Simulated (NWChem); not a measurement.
**Correlation energy of ethanol (C₂H₆O)**

```
C
H 1 1.1020
O 1 1.4032 2 106.05
H 3 0.9628 1 107.89 2 -178.68
H 1 1.1097 2 106.18 3 -118.83
C 1 1.5168 2 109.82 5 -118.63
H 6 1.1006 1 110.52 2 -62.17
H 6 1.1012 7 108.46 1 -122.31
H 6 1.1032 7 107.86 8 -116.01
```
Charge 0, spin multiplicity 1.

All runs are NWChem calculations. All single points use one geometry, from PBE0/def2-SVP, a minimum by its harmonic frequencies. It is one conformer; others weren't searched.

Basis set: 3-21G. Each correlation energy counts from its own Hartree-Fock reference.

The correlated methods keep 3 core orbitals frozen. Coupled-cluster values serve here as a point of comparison, not as the truth.

```json
[
 {"method": "MP2", "correlation energy (mHa)": "-300.9"},
 {"method": "SCS-MP2", "correlation energy (mHa)": "?"},
 {"method": "CR-CCSD[T]", "correlation energy (mHa)": "-338.1"},
 {"method": "CR-CCSD(T)", "correlation energy (mHa)": "-337.8"},
 {"method": "CCSD", "correlation energy (mHa)": "?"},
 {"method": "CCSD+T(CCSD)", "correlation energy (mHa)": "-339.5"},
 {"method": "CCSD(T)", "correlation energy (mHa)": "-339.1"}
]
```

**Question.** Fill in the missing entries.

**Answer.** 
- SCS-MP2, correlation energy (mHa): -304.7
- CCSD, correlation energy (mHa): -332.2
